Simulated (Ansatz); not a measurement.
# Appearance energy of a fragment ion: C3H5O2 → C2H3O+ + H2CO + e⁻

Species: C3H5O2 `[CH2]OC(C)=O`, doublet; C2H3O+ `CC#[O+]`, singlet; H2CO (formaldehyde) `C=O`, singlet. 

Shapes, held fixed at every level: PBE0-D4/def2-TZVP. Flexible molecules stand in one conformer, not always the lowest. Programs: Ansatz 0.2.0. Electronic energies: no zero-point or thermal term.

```tsv
level	kind	ΔE (eV)	less CCSD(T)/CBS estimate
HF/def2-SVP	Hartree–Fock	+7.68	-0.30
PBE-D4/def2-TZVPP	GGA	+8.13	+0.15
r2SCAN-D4/def2-TZVPP	meta-GGA	+8.32	+0.34
r2SCAN0-D4/def2-TZVPP	global hybrid	+8.46	+0.48
MP2/def2-TZVPP	perturbation theory	+7.69	-0.29
CCSD/def2-SVP	coupled cluster or CI	+7.64	-0.34
CCSD(T)/CBS estimate	coupled cluster or CI	+7.98	0.00
```

The highest level, CCSD(T)/CBS estimate, gives ΔE = +7.98 eV; the levels span +7.64 to +8.46. The column of differences is taken from that level and isn't an error. No measured value is set beside it here. Open shells run unrestricted unless RO is named. The CBS estimate extrapolates MP2 from def2-TZVPP and def2-QZVPP and adds CCSD(T) − MP2 in the triple-zeta set, cores frozen. The onset seen in experiment also holds zero-point changes and kinetic shifts.
